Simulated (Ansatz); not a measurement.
A short molecular-dynamics run on C2H3ClF2O (`FCOC(F)Cl`).

```yaml
crystal:
  periodic: [false, false, false]
  atoms:
    - {symbol: F, position_ang: [0.293740, 0.036472, 1.920137]}
    - {symbol: C, position_ang: [0.752451, -0.575744, 0.783107]}
    - {symbol: O, position_ang: [-0.276602, -0.710539, -0.139727]}
    - {symbol: C, position_ang: [-0.655882, 0.461502, -0.741339]}
    - {symbol: F, position_ang: [0.303967, 0.870652, -1.611246]}
    - {symbol: Cl, position_ang: [-2.144644, 0.160018, -1.622591]}
    - {symbol: H, position_ang: [1.574408, 0.028641, 0.389356]}
    - {symbol: H, position_ang: [1.071429, -1.586654, 1.033733]}
    - {symbol: H, position_ang: [-0.830266, 1.269351, -0.028431]}
basis:
  gaussian: {orbitals: def2-SVP}
hamiltonian: {xc: {name: r2SCAN}}
md: {timestep: 1 fs, n_steps: 30, ensemble: nvt_nose_hoover, temperature: 700, initial_velocities: maxwell_boltzmann, seed: 92}
```

```sh
$ ansatz run in.yaml --threads 4 --pin off --events-out ev --progress --plain --max-ram 10444MiB
```

| step | time (fs) | potential energy (eV) | kinetic (eV) | T (K) | conserved (eV) |
| --- | --- | --- | --- | --- | --- |
| 0 | 0.0 | -22109.2618 | 0.6334 | 700 | -22108.6285 |
| 1 | 1.0 | -22109.2455 | 0.6179 | 683 | -22108.6276 |
| 2 | 2.0 | -22109.1760 | 0.5516 | 610 | -22108.6244 |
| 3 | 3.0 | -22109.1005 | 0.4785 | 529 | -22108.6220 |
| 4 | 4.0 | -22109.0561 | 0.4344 | 480 | -22108.6218 |
| 5 | 5.0 | -22109.0459 | 0.4223 | 467 | -22108.6237 |
| 6 | 6.0 | -22109.0415 | 0.4158 | 460 | -22108.6259 |
| 7 | 7.0 | -22109.0141 | 0.3895 | 430 | -22108.6250 |
| 8 | 8.0 | -22108.9810 | 0.3604 | 398 | -22108.6211 |
| 9 | 9.0 | -22108.9971 | 0.3769 | 417 | -22108.6208 |
| 10 | 10.0 | -22109.0648 | 0.4400 | 486 | -22108.6256 |
| 11 | 11.0 | -22109.1161 | 0.4888 | 540 | -22108.6284 |
| 12 | 12.0 | -22109.1078 | 0.4826 | 533 | -22108.6266 |
| 13 | 13.0 | -22109.0633 | 0.4415 | 488 | -22108.6235 |
| 14 | 14.0 | -22109.0289 | 0.4092 | 452 | -22108.6218 |
| 15 | 15.0 | -22109.0307 | 0.4105 | 454 | -22108.6226 |
| 16 | 16.0 | -22109.0565 | 0.4340 | 480 | -22108.6253 |
| 17 | 17.0 | -22109.0663 | 0.4421 | 489 | -22108.6273 |
| 18 | 18.0 | -22109.0339 | 0.4125 | 456 | -22108.6250 |
| 19 | 19.0 | -22108.9971 | 0.3807 | 421 | -22108.6204 |
| 20 | 20.0 | -22109.0197 | 0.4026 | 445 | -22108.6216 |
| 21 | 21.0 | -22109.0851 | 0.4632 | 512 | -22108.6269 |
| 22 | 22.0 | -22109.1166 | 0.4939 | 546 | -22108.6284 |
| 23 | 23.0 | -22109.0873 | 0.4678 | 517 | -22108.6258 |
| 24 | 24.0 | -22109.0325 | 0.4166 | 460 | -22108.6228 |
| 25 | 25.0 | -22108.9970 | 0.3827 | 423 | -22108.6218 |
| 26 | 26.0 | -22108.9970 | 0.3819 | 422 | -22108.6232 |
| 27 | 27.0 | -22109.0110 | 0.3937 | 435 | -22108.6260 |
| 28 | 28.0 | -22108.9982 | 0.3805 | 421 | -22108.6270 |
| 29 | 29.0 | -22108.9481 | 0.3347 | 370 | -22108.6235 |
| 30 | 30.0 | -22108.9153 | 0.3061 | 338 | -22108.6198 |

Velocities are drawn at the set temperature; a run this short doesn't reach equilibrium.

Frames (Å, forces in eV/Å):

```xyz
9
time=0.0 fs
F     0.294    0.036    1.920   -0.052    0.077    0.059
C     0.752   -0.576    0.783   -0.227    0.114    0.254
O    -0.277   -0.711   -0.140   -0.061   -0.175   -0.076
C    -0.656    0.462   -0.741    0.143   -0.088   -0.136
F     0.304    0.871   -1.611    0.170    0.041   -0.067
Cl   -2.145    0.160   -1.623   -0.335   -0.072   -0.169
H     1.574    0.029    0.389    0.263    0.179   -0.195
H     1.071   -1.587    1.034    0.133   -0.337    0.029
H    -0.830    1.269   -0.028   -0.035    0.260    0.300
9
time=1.0 fs
F     0.288    0.031    1.927    0.095    0.018   -0.034
C     0.759   -0.568    0.788   -0.307   -0.741    0.221
O    -0.266   -0.703   -0.141   -0.269   -0.323   -0.173
C    -0.661    0.459   -0.751    0.267    0.582    0.774
F     0.304    0.864   -1.617    0.091    0.147   -0.093
Cl   -2.147    0.162   -1.621   -0.406   -0.137   -0.243
H     1.575    0.037    0.384    0.333    0.189   -0.051
H     1.061   -1.618    1.012    0.065    0.535    0.021
H    -0.840    1.272   -0.002    0.130   -0.270   -0.421
9
time=2.0 fs
F     0.282    0.025    1.934    0.233   -0.032   -0.126
C     0.766   -0.561    0.793   -0.346   -1.314    0.073
O    -0.255   -0.695   -0.142   -0.465   -0.464   -0.255
C    -0.665    0.456   -0.760    0.436    1.034    1.492
F     0.304    0.857   -1.622    0.015    0.249   -0.123
Cl   -2.149    0.164   -1.620   -0.474   -0.199   -0.313
H     1.579    0.047    0.379    0.292    0.125    0.133
H     1.051   -1.644    0.990    0.064    1.195    0.079
H    -0.848    1.271    0.021    0.245   -0.594   -0.960
9
time=3.0 fs
F     0.277    0.019    1.941    0.354   -0.072   -0.208
C     0.772   -0.555    0.798   -0.373   -1.511   -0.166
O    -0.245   -0.688   -0.144   -0.639   -0.598   -0.318
C    -0.669    0.455   -0.767    0.652    1.224    1.940
F     0.304    0.851   -1.628   -0.054    0.346   -0.155
Cl   -2.151    0.167   -1.619   -0.539   -0.256   -0.373
H     1.586    0.058    0.374    0.168    0.011    0.332
H     1.041   -1.658    0.969    0.134    1.527    0.195
H    -0.854    1.265    0.034    0.298   -0.672   -1.247
9
time=4.0 fs
F     0.271    0.013    1.948    0.453   -0.102   -0.276
C     0.779   -0.550    0.803   -0.425   -1.348   -0.435
O    -0.235   -0.681   -0.145   -0.785   -0.726   -0.360
C    -0.673    0.454   -0.774    0.902    1.166    2.093
F     0.305    0.844   -1.634   -0.115    0.438   -0.187
Cl   -2.153    0.169   -1.618   -0.595   -0.307   -0.421
H     1.594    0.070    0.373    0.015   -0.110    0.508
H     1.033   -1.658    0.950    0.259    1.503    0.347
H    -0.857    1.253    0.036    0.291   -0.516   -1.269
9
time=5.0 fs
F     0.266    0.007    1.955    0.528   -0.123   -0.330
C     0.784   -0.547    0.808   -0.542   -0.860   -0.675
O    -0.225   -0.674   -0.147   -0.898   -0.845   -0.377
C    -0.676    0.455   -0.778    1.173    0.868    1.933
F     0.305    0.838   -1.640   -0.165    0.524   -0.219
Cl   -2.156    0.171   -1.617   -0.638   -0.351   -0.453
H     1.603    0.080    0.377   -0.112   -0.196    0.626
H     1.027   -1.643    0.934    0.426    1.120    0.512
H    -0.858    1.235    0.025    0.227   -0.136   -1.018
9
time=6.0 fs
F     0.261    0.001    1.961    0.579   -0.139   -0.374
C     0.790   -0.544    0.812   -0.750   -0.099   -0.841
O    -0.216   -0.668   -0.149   -0.973   -0.952   -0.361
C    -0.678    0.456   -0.781    1.453    0.348    1.461
F     0.305    0.832   -1.646   -0.203    0.600   -0.247
Cl   -2.159    0.172   -1.616   -0.661   -0.387   -0.466
H     1.610    0.088    0.386   -0.177   -0.220    0.665
H     1.026   -1.618    0.924    0.621    0.404    0.667
H    -0.856    1.216    0.004    0.111    0.444   -0.504
9
time=7.0 fs
F     0.256   -0.005    1.967    0.604   -0.149   -0.413
C     0.794   -0.541    0.815   -1.036    0.770   -0.901
O    -0.208   -0.663   -0.152   -1.005   -1.037   -0.305
C    -0.679    0.457   -0.783    1.711   -0.295    0.782
F     0.305    0.827   -1.652   -0.229    0.664   -0.272
Cl   -2.162    0.174   -1.615   -0.659   -0.416   -0.457
H     1.616    0.095    0.403   -0.166   -0.166    0.617
H     1.030   -1.589    0.919    0.810   -0.491    0.784
H    -0.853    1.202   -0.021   -0.030    1.119    0.166
9
time=8.0 fs
F     0.252   -0.011    1.973    0.602   -0.149   -0.451
C     0.798   -0.537    0.818   -1.321    1.388   -0.826
O    -0.200   -0.658   -0.154   -0.991   -1.098   -0.204
C    -0.678    0.458   -0.784    1.883   -0.795    0.174
F     0.304    0.821   -1.658   -0.242    0.708   -0.299
Cl   -2.165    0.176   -1.614   -0.631   -0.439   -0.429
H     1.620    0.099    0.425   -0.084   -0.035    0.490
H     1.042   -1.564    0.922    0.920   -1.208    0.823
H    -0.851    1.198   -0.045   -0.137    1.627    0.723
9
time=9.0 fs
F     0.248   -0.017    1.979    0.570   -0.136   -0.489
C     0.801   -0.533    0.820   -1.474    1.361   -0.600
O    -0.193   -0.654   -0.157   -0.933   -1.134   -0.062
C    -0.676    0.459   -0.785    1.892   -0.819   -0.038
F     0.304    0.817   -1.665   -0.241    0.728   -0.332
Cl   -2.168    0.177   -1.614   -0.575   -0.459   -0.383
H     1.623    0.104    0.451    0.040    0.147    0.307
H     1.063   -1.551    0.933    0.856   -1.335    0.745
H    -0.849    1.210   -0.061   -0.136    1.648    0.851
9
time=10.0 fs
F     0.244   -0.024    1.985    0.509   -0.112   -0.525
C     0.803   -0.527    0.822   -1.391    0.666   -0.241
O    -0.187   -0.651   -0.159   -0.840   -1.146    0.110
C    -0.673    0.459   -0.786    1.722   -0.285    0.193
F     0.304    0.812   -1.671   -0.225    0.724   -0.368
Cl   -2.171    0.179   -1.613   -0.493   -0.475   -0.323
H     1.627    0.109    0.481    0.148    0.326    0.107
H     1.092   -1.551    0.951    0.584   -0.803    0.538
H    -0.849    1.238   -0.070   -0.014    1.105    0.507
9
time=11.0 fs
F     0.241   -0.030    1.990    0.422   -0.083   -0.556
C     0.803   -0.521    0.823   -1.067   -0.269    0.176
O    -0.180   -0.648   -0.162   -0.726   -1.136    0.295
C    -0.668    0.458   -0.787    1.441    0.536    0.587
F     0.303    0.808   -1.678   -0.201    0.701   -0.400
Cl   -2.175    0.180   -1.613   -0.387   -0.484   -0.246
H     1.632    0.118    0.511    0.170    0.432   -0.070
H     1.127   -1.559    0.974    0.183    0.032    0.243
H    -0.850    1.276   -0.074    0.164    0.271   -0.029
9
time=12.0 fs
F     0.237   -0.037    1.995    0.316   -0.056   -0.575
C     0.803   -0.515    0.824   -0.574   -0.985    0.560
O    -0.175   -0.646   -0.164   -0.607   -1.104    0.474
C    -0.662    0.458   -0.787    1.134    1.296    0.857
F     0.302    0.804   -1.685   -0.168    0.669   -0.424
Cl   -2.179    0.181   -1.613   -0.261   -0.482   -0.154
H     1.639    0.131    0.541    0.060    0.419   -0.203
H     1.163   -1.566    1.000   -0.223    0.760   -0.068
H    -0.848    1.316   -0.078    0.322   -0.517   -0.467
9
time=13.0 fs
F     0.234   -0.043    2.000    0.197   -0.031   -0.573
C     0.802   -0.509    0.826   -0.018   -1.289    0.854
O    -0.169   -0.644   -0.166   -0.495   -1.049    0.633
C    -0.654    0.459   -0.787    0.854    1.796    0.896
F     0.302    0.801   -1.692   -0.128    0.632   -0.439
Cl   -2.182    0.182   -1.613   -0.124   -0.467   -0.050
H     1.646    0.149    0.569   -0.162    0.297   -0.296
H     1.197   -1.566    1.025   -0.543    1.183   -0.338
H    -0.844    1.352   -0.086    0.419   -1.071   -0.686
9
time=14.0 fs
F     0.231   -0.049    2.005    0.071   -0.006   -0.543
C     0.801   -0.505    0.829    0.475   -1.199    1.034
O    -0.164   -0.644   -0.168   -0.398   -0.969    0.760
C    -0.647    0.462   -0.786    0.626    1.970    0.721
F     0.301    0.797   -1.699   -0.078    0.596   -0.450
Cl   -2.186    0.183   -1.613    0.016   -0.440    0.059
H     1.652    0.168    0.595   -0.422    0.121   -0.367
H     1.226   -1.555    1.046   -0.735    1.263   -0.535
H    -0.835    1.378   -0.102    0.445   -1.336   -0.679
9
time=15.0 fs
F     0.228   -0.056    2.009   -0.056    0.021   -0.479
C     0.801   -0.502    0.832    0.789   -0.791    1.089
O    -0.160   -0.643   -0.169   -0.322   -0.860    0.850
C    -0.639    0.466   -0.784    0.463    1.792    0.365
F     0.300    0.795   -1.707   -0.019    0.563   -0.461
Cl   -2.190    0.184   -1.612    0.153   -0.400    0.170
H     1.654    0.190    0.616   -0.634   -0.043   -0.430
H     1.248   -1.531    1.063   -0.775    1.013   -0.639
H    -0.822    1.391   -0.123    0.401   -1.295   -0.464
9
time=16.0 fs
F     0.225   -0.062    2.013   -0.176    0.049   -0.386
C     0.801   -0.499    0.837    0.830   -0.128    1.008
O    -0.155   -0.644   -0.170   -0.268   -0.718    0.902
C    -0.630    0.472   -0.782    0.373    1.238   -0.150
F     0.299    0.792   -1.715    0.048    0.534   -0.474
Cl   -2.194    0.185   -1.612    0.285   -0.348    0.280
H     1.650    0.210    0.634   -0.739   -0.146   -0.488
H     1.263   -1.498    1.073   -0.640    0.449   -0.637
H    -0.806    1.391   -0.149    0.287   -0.928   -0.056
9
time=17.0 fs
F     0.222   -0.069    2.017   -0.280    0.073   -0.272
C     0.802   -0.497    0.842    0.567    0.714    0.796
O    -0.151   -0.644   -0.170   -0.237   -0.546    0.917
C    -0.621    0.478   -0.780    0.348    0.325   -0.794
F     0.298    0.790   -1.723    0.116    0.509   -0.484
Cl   -2.197    0.185   -1.612    0.413   -0.285    0.388
H     1.638    0.230    0.647   -0.713   -0.166   -0.535
H     1.272   -1.461    1.078   -0.329   -0.372   -0.530
H    -0.787    1.383   -0.176    0.114   -0.251    0.515
9
time=18.0 fs
F     0.219   -0.075    2.020   -0.362    0.087   -0.152
C     0.803   -0.494    0.848    0.083    1.529    0.506
O    -0.146   -0.646   -0.170   -0.230   -0.351    0.895
C    -0.612    0.485   -0.779    0.348   -0.760   -1.448
F     0.297    0.788   -1.731    0.180    0.488   -0.488
Cl   -2.201    0.186   -1.611    0.539   -0.214    0.492
H     1.620    0.247    0.655   -0.561   -0.101   -0.567
H     1.277   -1.427    1.077    0.079   -1.247   -0.361
H    -0.766    1.372   -0.197   -0.076    0.570    1.123
9
time=19.0 fs
F     0.215   -0.082    2.024   -0.415    0.091   -0.040
C     0.805   -0.489    0.854   -0.394    1.942    0.247
O    -0.142   -0.647   -0.169   -0.247   -0.151    0.836
C    -0.602    0.491   -0.779    0.291   -1.596   -1.855
F     0.297    0.786   -1.740    0.234    0.468   -0.482
Cl   -2.204    0.186   -1.611    0.663   -0.141    0.586
H     1.597    0.264    0.657   -0.314    0.032   -0.574
H     1.283   -1.405    1.073    0.390   -1.786   -0.227
H    -0.746    1.366   -0.208   -0.207    1.141    1.509
9
time=20.0 fs
F     0.212   -0.088    2.028   -0.437    0.085    0.052
C     0.806   -0.484    0.860   -0.612    1.649    0.103
O    -0.138   -0.648   -0.168   -0.288    0.039    0.741
C    -0.593    0.496   -0.781    0.116   -1.768   -1.773
F     0.296    0.784   -1.749    0.275    0.448   -0.463
Cl   -2.208    0.186   -1.610    0.783   -0.072    0.667
H     1.570    0.281    0.654   -0.026    0.190   -0.547
H     1.293   -1.400    1.066    0.408   -1.649   -0.207
H    -0.729    1.372   -0.205   -0.219    1.078    1.428
9
time=21.0 fs
F     0.208   -0.094    2.031   -0.429    0.072    0.118
C     0.807   -0.476    0.867   -0.507    0.790    0.035
O    -0.134   -0.650   -0.166   -0.349    0.209    0.617
C    -0.583    0.500   -0.784   -0.156   -1.315   -1.233
F     0.296    0.783   -1.758    0.304    0.427   -0.432
Cl   -2.211    0.187   -1.609    0.899   -0.010    0.732
H     1.543    0.300    0.646    0.227    0.301   -0.473
H     1.307   -1.411    1.058    0.143   -0.903   -0.270
H    -0.713    1.388   -0.188   -0.133    0.428    0.907
9
time=22.0 fs
F     0.204   -0.100    2.035   -0.393    0.057    0.160
C     0.807   -0.468    0.873   -0.208   -0.154   -0.076
O    -0.131   -0.651   -0.164   -0.420    0.357    0.474
C    -0.573    0.502   -0.787   -0.444   -0.663   -0.515
F     0.295    0.782   -1.767    0.321    0.406   -0.385
Cl   -2.213    0.187   -1.608    1.008    0.046    0.786
H     1.518    0.322    0.633    0.372    0.296   -0.338
H     1.322   -1.430    1.047   -0.213    0.044   -0.320
H    -0.699    1.408   -0.162   -0.023   -0.389    0.216
9
time=23.0 fs
F     0.199   -0.107    2.039   -0.337    0.042    0.183
C     0.807   -0.461    0.880    0.131   -0.791   -0.300
O    -0.127   -0.652   -0.161   -0.493    0.481    0.319
C    -0.564    0.504   -0.792   -0.688   -0.174    0.124
F     0.295    0.781   -1.777    0.327    0.386   -0.325
Cl   -2.216    0.188   -1.607    1.107    0.097    0.829
H     1.497    0.346    0.617    0.385    0.144   -0.139
H     1.335   -1.449    1.033   -0.486    0.832   -0.296
H    -0.684    1.424   -0.134    0.055   -1.018   -0.394
9
time=24.0 fs
F     0.195   -0.113    2.042   -0.269    0.030    0.195
C     0.807   -0.454    0.886    0.399   -1.009   -0.626
O    -0.124   -0.653   -0.159   -0.561    0.581    0.157
C    -0.555    0.506   -0.796   -0.867    0.027    0.568
F     0.295    0.780   -1.787    0.323    0.365   -0.253
Cl   -2.218    0.188   -1.605    1.195    0.144    0.864
H     1.480    0.373    0.599    0.300   -0.111    0.106
H     1.344   -1.461    1.016   -0.606    1.306   -0.197
H    -0.670    1.430   -0.110    0.086   -1.332   -0.812
9
time=25.0 fs
F     0.190   -0.119    2.046   -0.194    0.022    0.198
C     0.807   -0.447    0.892    0.517   -0.870   -0.992
O    -0.122   -0.653   -0.156   -0.618    0.657   -0.008
C    -0.547    0.507   -0.800   -0.979   -0.056    0.784
F     0.296    0.780   -1.797    0.309    0.341   -0.170
Cl   -2.220    0.188   -1.603    1.269    0.187    0.892
H     1.465    0.398    0.583    0.189   -0.384    0.354
H     1.347   -1.459    0.998   -0.563    1.433   -0.047
H    -0.654    1.424   -0.093    0.070   -1.330   -1.011
9
time=26.0 fs
F     0.186   -0.125    2.050   -0.118    0.016    0.192
C     0.808   -0.442    0.897    0.424   -0.457   -1.327
O    -0.119   -0.653   -0.153   -0.659    0.704   -0.172
C    -0.539    0.509   -0.803   -1.027   -0.401    0.752
F     0.296    0.780   -1.806    0.283    0.313   -0.076
Cl   -2.221    0.189   -1.601    1.329    0.226    0.915
H     1.452    0.419    0.570    0.111   -0.587    0.563
H     1.344   -1.444    0.978   -0.357    1.211    0.129
H    -0.638    1.405   -0.087    0.013   -1.027   -0.976
9
time=27.0 fs
F     0.181   -0.131    2.055   -0.041    0.010    0.171
C     0.809   -0.436    0.901    0.090    0.166   -1.567
O    -0.117   -0.653   -0.150   -0.681    0.723   -0.330
C    -0.533    0.511   -0.806   -1.019   -0.992    0.447
F     0.296    0.779   -1.816    0.245    0.280    0.032
Cl   -2.223    0.190   -1.599    1.377    0.259    0.934
H     1.441    0.435    0.562    0.096   -0.664    0.698
H     1.338   -1.418    0.960    0.009    0.649    0.307
H    -0.621    1.376   -0.089   -0.077   -0.431   -0.690
9
time=28.0 fs
F     0.176   -0.138    2.059    0.035    0.002    0.130
C     0.811   -0.431    0.903   -0.452    0.887   -1.667
O    -0.116   -0.652   -0.148   -0.677    0.711   -0.472
C    -0.527    0.511   -0.808   -0.970   -1.769   -0.116
F     0.297    0.779   -1.826    0.195    0.239    0.151
Cl   -2.223    0.190   -1.596    1.416    0.286    0.948
H     1.430    0.444    0.561    0.152   -0.589    0.739
H     1.332   -1.385    0.945    0.488   -0.167    0.459
H    -0.606    1.343   -0.098   -0.186    0.400   -0.172
9
time=29.0 fs
F     0.171   -0.144    2.063    0.106   -0.006    0.064
C     0.812   -0.425    0.905   -1.049    1.428   -1.601
O    -0.115   -0.650   -0.146   -0.640    0.671   -0.586
C    -0.522    0.511   -0.810   -0.914   -2.513   -0.769
F     0.298    0.779   -1.836    0.136    0.186    0.276
Cl   -2.224    0.191   -1.594    1.445    0.302    0.956
H     1.420    0.448    0.567    0.268   -0.360    0.684
H     1.330   -1.353    0.935    0.934   -0.963    0.559
H    -0.592    1.314   -0.109   -0.285    1.255    0.416
9
time=30.0 fs
F     0.167   -0.150    2.068    0.164   -0.010   -0.025
C     0.812   -0.418    0.905   -1.439    1.397   -1.375
O    -0.114   -0.649   -0.144   -0.562    0.609   -0.662
C    -0.518    0.508   -0.813   -0.894   -2.827   -1.170
F     0.299    0.780   -1.846    0.074    0.113    0.397
Cl   -2.224    0.192   -1.591    1.465    0.302    0.953
H     1.413    0.448    0.580    0.418   -0.010    0.546
H     1.338   -1.331    0.929    1.111   -1.321    0.592
H    -0.581    1.297   -0.116   -0.338    1.745    0.744
```

It took 71 s on 4 threads of an Arm Neoverse V1 on a shared host, with 0.17 GiB of host memory at the peak.
